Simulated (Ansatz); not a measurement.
# Molecular dynamics, step by step

MgAlH3O (SMILES [MgH][O][AlH2]), closed shell, BHLYP-D4/cc-pVDZ (Ansatz 0.2.0). Settings (timestep in fs, temperature in K; T counts 12 degrees of freedom):

```yaml
hamiltonian: {xc: {name: BHLYP}, dispersion: d4}
md: {n_steps: 40, timestep: 0.25, temperature: 200, ensemble: nvt_nose_hoover, seed: 944, initial_velocities: maxwell_boltzmann}
```

Start (the SMILES describes the start alone):

```xyz
6
angstrom
Mg -1.8355 -0.2012 -0.8658
O -0.2568 0.0665 -0.1011
Al 1.2050 0.3222 0.6186
H -2.9075 -1.0932 -1.5797
H 2.4367 0.7375 -0.2246
H 1.3582 0.1682 2.1526
```

```json
{"step": "0", "time (fs)": "0.00", "potential energy less the start (meV)": "0.0", "kinetic energy (meV)": "103.4", "T (K)": "200"}
{"step": "2", "time (fs)": "0.50", "potential energy less the start (meV)": "-10.0", "kinetic energy (meV)": "113.4", "T (K)": "219"}
{"step": "4", "time (fs)": "1.00", "potential energy less the start (meV)": "-24.5", "kinetic energy (meV)": "127.9", "T (K)": "247"}
{"step": "6", "time (fs)": "1.50", "potential energy less the start (meV)": "-41.5", "kinetic energy (meV)": "144.8", "T (K)": "280"}
{"step": "8", "time (fs)": "2.00", "potential energy less the start (meV)": "-58.6", "kinetic energy (meV)": "161.9", "T (K)": "313"}
{"step": "10", "time (fs)": "2.50", "potential energy less the start (meV)": "-74.0", "kinetic energy (meV)": "177.2", "T (K)": "343"}
{"step": "12", "time (fs)": "3.00", "potential energy less the start (meV)": "-85.8", "kinetic energy (meV)": "189.0", "T (K)": "366"}
{"step": "14", "time (fs)": "3.50", "potential energy less the start (meV)": "-93.2", "kinetic energy (meV)": "196.3", "T (K)": "380"}
{"step": "16", "time (fs)": "4.00", "potential energy less the start (meV)": "-95.6", "kinetic energy (meV)": "198.7", "T (K)": "384"}
{"step": "18", "time (fs)": "4.50", "potential energy less the start (meV)": "-93.3", "kinetic energy (meV)": "196.4", "T (K)": "380"}
{"step": "20", "time (fs)": "5.00", "potential energy less the start (meV)": "-86.9", "kinetic energy (meV)": "189.9", "T (K)": "367"}
{"step": "22", "time (fs)": "5.50", "potential energy less the start (meV)": "-77.3", "kinetic energy (meV)": "180.4", "T (K)": "349"}
{"step": "24", "time (fs)": "6.00", "potential energy less the start (meV)": "-65.9", "kinetic energy (meV)": "168.9", "T (K)": "327"}
{"step": "26", "time (fs)": "6.50", "potential energy less the start (meV)": "-53.8", "kinetic energy (meV)": "156.7", "T (K)": "303"}
{"step": "28", "time (fs)": "7.00", "potential energy less the start (meV)": "-42.2", "kinetic energy (meV)": "145.1", "T (K)": "281"}
{"step": "30", "time (fs)": "7.50", "potential energy less the start (meV)": "-32.2", "kinetic energy (meV)": "135.0", "T (K)": "261"}
{"step": "32", "time (fs)": "8.00", "potential energy less the start (meV)": "-24.5", "kinetic energy (meV)": "127.3", "T (K)": "246"}
{"step": "34", "time (fs)": "8.50", "potential energy less the start (meV)": "-19.8", "kinetic energy (meV)": "122.6", "T (K)": "237"}
{"step": "36", "time (fs)": "9.00", "potential energy less the start (meV)": "-18.4", "kinetic energy (meV)": "121.1", "T (K)": "234"}
{"step": "38", "time (fs)": "9.50", "potential energy less the start (meV)": "-20.3", "kinetic energy (meV)": "123.0", "T (K)": "238"}
{"step": "40", "time (fs)": "10.00", "potential energy less the start (meV)": "-25.4", "kinetic energy (meV)": "127.9", "T (K)": "247"}
```

Step 2, positions (Å) and forces (eV/Å):

| atom | x | y | z | Fx | Fy | Fz |
| --- | --- | --- | --- | --- | --- | --- |
| Mg1 | -1.837 | -0.201 | -0.867 | 0.805 | 0.180 | 0.400 |
| O2 | -0.255 | 0.065 | -0.101 | -1.046 | 0.111 | -0.436 |
| Al3 | 1.205 | 0.323 | 0.619 | 0.950 | 0.151 | 0.519 |
| H4 | -2.916 | -1.102 | -1.573 | -1.113 | -0.521 | -0.624 |
| H5 | 2.435 | 0.739 | -0.227 | 0.395 | 0.137 | -0.317 |
| H6 | 1.365 | 0.164 | 2.157 | 0.008 | -0.059 | 0.457 |

Step 14, positions (Å) and forces (eV/Å):

```json
{"atom": "Mg1", "x": "-1.845", "y": "-0.197", "z": "-0.875", "Fx": "0.296", "Fy": "-0.440", "Fz": "0.067"}
{"atom": "O2", "x": "-0.248", "y": "0.058", "z": "-0.102", "Fx": "-1.249", "Fy": "0.097", "Fz": "-0.488"}
{"atom": "Al3", "x": "1.210", "y": "0.327", "z": "0.626", "Fx": "1.179", "Fy": "0.098", "Fz": "0.742"}
{"atom": "H4", "x": "-3.014", "y": "-1.172", "z": "-1.557", "Fx": "-0.292", "Fy": "0.143", "Fz": "-0.113"}
{"atom": "H5", "x": "2.441", "y": "0.752", "z": "-0.255", "Fx": "0.149", "Fy": "0.078", "Fz": "-0.099"}
{"atom": "H6", "x": "1.407", "y": "0.139", "z": "2.197", "Fx": "-0.083", "Fy": "0.023", "Fz": "-0.110"}
```

Step 26, positions (Å) and forces (eV/Å):

```json
{"atom": "Mg1", "x": "-1.852", "y": "-0.195", "z": "-0.882", "Fx": "-0.260", "Fy": "-0.960", "Fz": "-0.188"}
{"atom": "O2", "x": "-0.247", "y": "0.051", "z": "-0.106", "Fx": "-0.972", "Fy": "0.157", "Fz": "-0.313"}
{"atom": "Al3", "x": "1.219", "y": "0.332", "z": "0.634", "Fx": "1.157", "Fy": "0.047", "Fz": "0.526"}
{"atom": "H4", "x": "-3.138", "y": "-1.231", "z": "-1.553", "Fx": "0.434", "Fy": "0.695", "Fz": "0.247"}
{"atom": "H5", "x": "2.458", "y": "0.771", "z": "-0.291", "Fx": "-0.210", "Fy": "-0.034", "Fz": "0.217"}
{"atom": "H6", "x": "1.442", "y": "0.115", "z": "2.229", "Fx": "-0.149", "Fy": "0.095", "Fz": "-0.489"}
```

Last step (40):

Mg1  (-1.861, -0.197, -0.891)
O2  (-0.253, 0.045, -0.112)
Al3  (1.233, 0.337, 0.646)
H4  (-3.237, -1.227, -1.523)
H5  (2.458, 0.790, -0.310)
H6  (1.467, 0.097, 2.218)
(Å)

Hardware: 2 CPU threads of an Intel Xeon Platinum 8488C, shared host. Wall time about 41 s.
